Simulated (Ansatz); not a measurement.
C4H7FO, SMILES `CO/C(C)=C\F`, relaxed with RKS PBE-D4/def2-SVP in Ansatz from a rough embedded geometry. The force threshold is 0.03 eV/Å; the program also tests the step.

Total charge 0; spin multiplicity 1.

Start:

```xyz
13

C    -0.832   -0.487   -1.723
O    -0.551   -0.840   -0.405
C     0.185    0.019    0.392
C     0.295   -0.523    1.868
C     0.679    1.201    0.091
F     0.560    1.784   -1.133
H    -1.376   -1.238   -2.214
H     0.142   -0.315   -2.253
H    -1.422    0.500   -1.802
H     0.872    0.164    2.438
H     0.854   -1.471    1.751
H    -0.671   -0.684    2.274
H     1.264    1.892    0.715
```

```json
{"step": "1", "energy (eV)": "-9007.5493", "largest force (eV/Å)": "3.653", "largest move (Å)": "0.000"}
{"step": "2", "energy (eV)": "-9007.9023", "largest force (eV/Å)": "1.311", "largest move (Å)": "0.083"}
{"step": "3", "energy (eV)": "-9007.9635", "largest force (eV/Å)": "0.367", "largest move (Å)": "0.058"}
{"step": "4", "energy (eV)": "-9007.9643", "largest force (eV/Å)": "0.200", "largest move (Å)": "0.053"}
{"step": "5", "energy (eV)": "-9007.9710", "largest force (eV/Å)": "0.161", "largest move (Å)": "0.043"}
{"step": "6", "energy (eV)": "-9007.9724", "largest force (eV/Å)": "0.045", "largest move (Å)": "0.026"}
{"step": "7", "energy (eV)": "-9007.9727", "largest force (eV/Å)": "0.025", "largest move (Å)": "0.011"}
```

End:

```xyz
13

C    -0.820   -0.466   -1.736
O    -0.541   -0.815   -0.384
C     0.162    0.042    0.405
C     0.315   -0.510    1.792
C     0.695    1.246    0.083
F     0.616    1.833   -1.139
H    -1.398   -1.312   -2.155
H     0.109   -0.328   -2.328
H    -1.426    0.462   -1.806
H     0.888    0.175    2.444
H     0.835   -1.490    1.760
H    -0.682   -0.686    2.248
H     1.247    1.850    0.817
```

Run time 14 s (4 threads of an Intel Xeon Platinum 8259CL on a shared host); peak host memory 0.18 GiB.
